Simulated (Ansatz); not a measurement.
The input, for Ansatz 0.2.0:

```yaml
crystal:
  periodic: [false, false, false]
  atoms:
    - {symbol: As, position_ang: [0.000125, -0.340937, 1.039309]}
    - {symbol: Se, position_ang: [0.000072, -0.273218, -4.743295]}
    - {symbol: H, position_ang: [0.000058, 1.173156, 1.129363]}
    - {symbol: H, position_ang: [-0.000256, -0.559002, 2.574623]}
basis:
  gaussian: {orbitals: cc-pVDZ}
magnetization: {spin_polarized: false, initial_magnetization: 3}
correlation: {method: mp2, electrons: outside_noble_gas}
```

```sh
$ ansatz run in.yaml --threads 1 --pin off --events-out ev --progress --plain --max-ram 2393MiB
```

Question: Roughly how long does this take on 1 thread of Arm Neoverse V2, shared host, and how much host memory?

Answer: 16 s wall and 0.3 GiB.

```
742 factors; integrals over basis functions are off by at most 1.2e-3 eV
mean field evaluation 1: about -126127.1138 eV, gradient 7.7e0 eV
mean field evaluation 2: about -126127.1141 eV, gradient 7.7e0 eV
mean field evaluation 4: about -126127.4914 eV, gradient 6.3e-1 eV
mean field evaluation 8: about -126127.4941 eV, gradient 2.8e-4 eV
mean field evaluation 16: about -126127.4943 eV, gradient 7.8e-3 eV
mean field evaluation 32: about -126127.4963 eV, gradient 2.9e-6 eV
mean field evaluation 64: about -126127.4958 eV, gradient 6.2e-2 eV
mean field evaluation 96: about -126127.4929 eV, gradient 3.3e-2 eV
mean field -126127.49626039 eV, -4635.0999952820 hartree, gradient 2.9e-6 eV, S^2 3.750000; 9 other end points of the search recorded, 0 dependent functions left out
mean field evaluation 128: about -126127.7040 eV, gradient 8.0e-3 eV
mean field evaluation 160: about -126127.7038 eV, gradient 1.7e-2 eV
mean field evaluation 192: about -126127.7037 eV, gradient 3.5e-3 eV
28 core orbitals not correlated: weight in the atoms' cores, before any rotation towards them, 1.000 or more for the frozen orbitals, at most 0.000 for the correlated occupied ones
reference -126127.49626039 eV, -4635.0999952820 hartree; 8, 5 occupied and 28, 31 virtual orbitals, 742 factors
second order -4.71530900 eV of doubles, -0.12574358 eV of singles
Total energy: -126132.33731297 eV, -4635.2779006827 hartree
```
